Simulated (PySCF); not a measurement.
PySCF job for O₂S, SMILES O=S=O, PBE0/pcSseg-2. Geometry optimised at ωB97X-D3(BJ)/def2-TZVP.

```python
import numpy as np
from pyscf import gto, scf, dft
from pyscf.prop.nmr import rks as nmr

mol = gto.M(
    atom='''
    O     0.00000000   -1.23079648   -0.36366055
    S     0.00000000   -0.00000000    0.36366055
    O     0.00000000    1.23079649   -0.36366055
    ''',
    basis='pcSseg-2',
    charge=0,
    spin=0,
    max_memory=1600,
    verbose=3,
)
mf = dft.RKS(mol, xc='pbe0')
mf.grids.level = 3
mf.conv_tol = 1e-10
mf.max_cycle = 100
mf.kernel()
n = nmr.NMR(mf)
n.verbose = 2
n.max_cycle_cphf = 60
sigma = n.kernel()
print('atom   isotropic/ppm   span/ppm')
for i, s in enumerate(sigma):
    w = np.linalg.eigvalsh((s + s.T) / 2)
    print(f'{mol.atom_symbol(i):2s}{i + 1:3d} {w.mean():14.3f} {w[2] - w[0]:11.3f}')
```

Output:

```
converged SCF energy = -548.410851538865
atom   isotropic/ppm   span/ppm
O   1       -299.215     932.874
S   2       -274.743     543.557
O   3       -299.219     932.883
```

The calculation finished and met its thresholds.
